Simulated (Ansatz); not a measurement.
Reaction (SMILES): F[C](F)F → C atom + 3 F atom
B3LYP-D3(BJ)/def2-TZVP geometries, fixed; electronic energies without zero-point terms.

Basis-set convergence of the atomisation energy at MP2 with Ansatz (a first-principles code). Cartesian d functions, on some or all atoms, in 6-31+G*; all else is spherical. Cores are frozen. Open shells are unrestricted. No added dispersion term, no relativity. Functions are those of the species that has most. Reference: Hartree-Fock in aug-cc-pVQZ plus the correlation part extrapolated as X^-3 from aug-cc-pVTZ and aug-cc-pVQZ, 368.28 kcal/mol, itself unsure by roughly 1.36 kcal/mol (a third of the extrapolation step and of the last Hartree-Fock step). Deviations are taken from unrounded values.

```tsv
basis	functions	atomisation energy (kcal/mol)	minus reference (kcal/mol)
STO-3G	20	249.79	-118.49
3-21G	36	288.90	-79.38
6-31G	36	266.88	-101.41
cc-pVDZ	56	329.07	-39.21
pcseg-1	56	335.53	-32.76
6-311G**	72	335.68	-32.60
6-31+G*	76	337.90	-30.39
6-311+G**	88	334.84	-33.44
aug-cc-pVDZ	92	338.48	-29.80
cc-pVTZ	120	355.96	-12.32
pcseg-2	120	358.15	-10.13
def2-TZVPP	124	356.25	-12.03
6-311++G(3df,3pd)	156	362.24	-6.04
jun-cc-pV(T+d)Z	156	357.07	-11.21
def2-TZVPPD	157	357.07	-11.21
aug-pcseg-2	184	360.75	-7.53
cc-pVQZ	220	362.71	-5.57
def2-QZVPPD	261	362.97	-5.31
```
